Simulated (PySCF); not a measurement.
C5H6O, SMILES O=C1CC=CC1, point group C2v.

Level: B3LYP/pcSseg-1 in PySCF (density fitting, grid level 2); geometry and Hessian at that level, cubic constants and property derivatives from steps of ±0.6 along each species' dimensionless normal coordinates, second-order vibrational perturbation theory. The parent has the commonest isotopes.

Equilibrium geometry (Å):

```
atom        x        y        z
  O1  -0.7700   2.1414  -0.7492
  C2  -0.3822   1.0633  -0.3764
  C3   0.9605   0.7783   0.3142
  C4   0.9197  -0.7070   0.5533
  C5  -0.2093  -1.2659   0.1114
  C6  -1.1448  -0.2639  -0.5095
  H7   1.0414   1.3745   1.2340
  H8   1.7889   1.1020  -0.3315
  H9   1.7287  -1.2502   1.0341
 H10  -0.4420  -2.3247   0.1845
 H11  -1.3693  -0.4614  -1.5672
 H12  -2.1167  -0.1891  -0.0018
```

**Question.** Give the equilibrium and ground-state rotational constants (MHz) of parent; ²H at 9.

**Answer.** 
```json
{"species": "parent", "Ae": "7393.2", "Be": "3605", "Ce": "2497.8", "A0": "7339.3", "B0": "3579.8", "C0": "2481.7", "Δ0 (u Å²)": "-6.389", "harmonic ZPE (cm⁻¹)": "21183"}
{"species": "²H at 9", "Ae": "7232.8", "Be": "3463.4", "Ce": "2411.4", "A0": "7179.5", "B0": "3439.8", "C0": "2396.1", "Δ0 (u Å²)": "-6.395", "harmonic ZPE (cm⁻¹)": "20484"}
```

Δ0 = Ic − Ia − Ib from the ground-state constants.

**Question.** How is the parent's vibrational correction B0 − Be made up?

**Answer.** 
```csv
axis,harmonic,Coriolis,cubic,total (MHz)
a,8.66,-17.5,-45,-53.9
b,3.13,-4.39,-23.9,-25.2
c,0.834,-0.57,-16.4,-16.1
```

**Question.** And its quartic centrifugal distortion constants from the harmonic force field?

**Answer.** Asymmetric top, A reduction, Ir representation: ΔJ = 0.283 kHz, ΔJK = 0.809 kHz, ΔK = 1.24 kHz, δJ = 0.0828 kHz, δK = 0.689 kHz.

A mode lies under 250 cm⁻¹, where this perturbation treatment is rough.
